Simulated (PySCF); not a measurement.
How the method changes the constants of NaN⁺

State: ⁴Σ⁻ (quartet), unpaired electrons σ ↑, π ↑↑. Set-up: Na pcseg-1, N pcseg-1; no relativity (PySCF 2.14). De refers to Na⁺ + N in their high-spin ground configurations, without counterpoise correction. The functionals are run spin-unrestricted. A positive dipole points towards N; it is taken about the centre of mass and depends on that origin.

| Level | Re (Å) | ωe (cm⁻¹) | De (eV) | μ (D) | CPU s a point (SCF and correlation, without the integrals) |
| --- | --- | --- | --- | --- | --- |
| UHF | 2.811 | 107 | 0.081 | -4.63 | 0.014 |
| UHF-MP2 | 2.836 | 108 | 0.088 | n/a | 0.021 |
| UHF-SCS-MP2 | 2.835 | 108 | 0.086 | n/a | n/a |
| UHF-CCSD | 2.837 | 109 | 0.090 | n/a | n/a |
| UHF-CCSD(T) | 2.835 | 110 | 0.092 | n/a | 0.26 |
| PBE | 2.749 | 126 | 0.133 | -4.37 | 0.14 |
| r²SCAN | 2.752 | 122 | 0.109 | -4.44 | 0.21 |
| PBE0 | 2.750 | 121 | 0.110 | -4.44 | 0.23 |
| r²SCAN0 | 2.743 | 121 | 0.102 | -4.45 | 0.21 |
| B97-3 | 2.818 | 101 | 0.079 | -4.62 | 0.12 |
| M06 | 2.897 | 94.4 | 0.088 | -4.76 | 0.2 |
| LC-ωPBE | 2.784 | 116 | 0.100 | -4.53 | 0.2 |

Task: Which functional lies closest to UHF-CCSD(T) in De, which farthest, and by how much do they differ from it?

Result: Closest is M06 (+6.2 pm in Re, -14.2 % in ωe, -0.00 eV in De against UHF-CCSD(T) in the same basis), farthest PBE (-8.6 pm in Re, +14.5 % in ωe, +0.04 eV in De). CCSD(T) converges more slowly with the basis than the functionals do and binds too weakly in this one, so the order can change at the basis-set limit.

Task: What does a quarter of exact exchange do here, going from PBE to PBE0?

Result: PBE0 less PBE: +0.1 pm in Re, -4.0 % in ωe, -0.02 eV in De. Exact exchange removes part of the self-interaction that spreads semilocal densities, and in most molecules shortens and stiffens the bond and lowers De; here ωe goes the other way.

Task: What does the step from GGA to meta-GGA do here, going from PBE to r²SCAN?

Result: r²SCAN less PBE: +0.3 pm in Re, -3.2 % in ωe, -0.02 eV in De. 

Correlated steps freeze 2 core orbitals. The bond is weak. Basis-set superposition, not corrected here, can be much of De in a small basis, most of all at correlated wavefunction levels. For an ion De counts to the pair picked by the measured ionisation energies or electron affinities, which need not be the lowest pair at this level. The state was picked by a PBE0 search and need not be the measured ground state.

The whole job (state search and all levels along the bond) took about 0.43 min on 1 thread of Arm Neoverse V2 (shared host), peak memory 0.33 GiB.
